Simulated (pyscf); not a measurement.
Optimised with ωB97X-D3(BJ)/def2-SVP in PySCF.

Problem. PBE/def2-TZVP puts the barrier of Cl–CH₂–SiH(Cl)–Cl + H atom (H•) → Cl–CH₂–Si•(Cl)–Cl + hydrogen (H₂) (hydrogen abstraction; doublet surface; H–Si broken, H–H formed) at 0.03 eV and the reaction energy at -0.64 eV, from the separated reactants. What do PBE0-D3(BJ)/def2-TZVP, M06-2X/def2-TZVP, ωB97M-D3(BJ)/def2-TZVP give on the same structures?

Solution. PBE0-D3(BJ): ΔE‡ = 0.12 eV, ΔE = -0.52 eV; M06-2X: ΔE‡ = 0.29 eV, ΔE = -0.59 eV; ωB97M-D3(BJ): ΔE‡ = 0.26 eV, ΔE = -0.45 eV. PBE's barrier lies under all of them, by 0.08 to 0.26 eV. Its reaction energy lies under all of them, by 0.05 to 0.20 eV. Cl–CH₂–SiH(Cl)–Cl lies 1.90 eV over its isomer H₃C–Si(Cl)(Cl)–Cl (electronic energy, ωB97M-D3(BJ)). Cl–CH₂–Si•(Cl)–Cl lies 1.39 eV over its isomer •H₂C–Si(Cl)(Cl)–Cl (electronic energy, ωB97M-D3(BJ)). One saddle was located; it need not be the lowest between these sides. The angle at the transferred H is 179°.
